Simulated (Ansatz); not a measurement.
`OC(F)CF` + H₂ → `FCCF` + H₂O at 700 K and 1 bar (hydrogenolysis of a C–O bond).

Isolated molecules relaxed with PBE0-D4/def2-TZVP in Ansatz; ΔE leaves out vibrations. CCSD(T)/CBS adds triple-zeta CCSD(T) − MP2 to the extrapolated MP2 energy (def2 sets, frozen cores). This one scheme is used for every species. Each species was taken in one conformer, which may not be the lowest.

```csv
species,CCSD(T)/CBS energy (Eh),H − E (kJ/mol),S (J/(mol·K))
`OC(F)CF`,-353.25935,234.9,395.0
H₂,-1.17544,46.8,155.3
`FCCF`,-278.07852,211.1,352.9
H₂O,-76.37941,80.5,218.4
```

H − E and S are ideal-gas, rigid-rotor, harmonic terms from PBE0-D4/def2-TZVP, for one conformer and one mirror image of each species. The MP2-based limit puts H₂ 0.8 mEh under its directly extrapolated value; such offsets cancel only in part. 1 Eh = 2625.50 kJ/mol, R = 8.31446 J/(mol·K).

Problem. By hand: ΔE, ΔH, ΔS and ΔG.

Solution. ΔE = (-278.07852) + (-76.37941) − (-353.25935) − (-1.17544) = -0.02314 Eh = -60.8 kJ/mol. Δ(H − E) = 211.1 + 80.5 − 234.9 − 46.8 = 9.9, so ΔH = -50.9 kJ/mol. ΔS = 352.9 + 218.4 − 395.0 − 155.3 = 21.0 J/(mol·K). ΔG = -50.9 − 700 × (21.0)/1000 = -65.6 kJ/mol.

Problem. By hand: the equilibrium constant, and the temperature at which ΔG would vanish if ΔH and ΔS stayed fixed.

Solution. log₁₀ K = −ΔG/(RT ln 10) = 4.9. ΔH and −TΔS have one sign here, so there is no such temperature.

ΔH outweighs TΔS. A doubt of 5 kJ/mol in ΔE shifts log₁₀ K by 0.4 here. Other conformers and mirror images would add mixing entropy, several J/(mol·K) or more a flexible species. These are equilibria of isolated gas molecules and say nothing of rates. Largest T1 diagnostic: 0.011 (customary marks: 0.02 for closed shells, 0.045 for open ones).
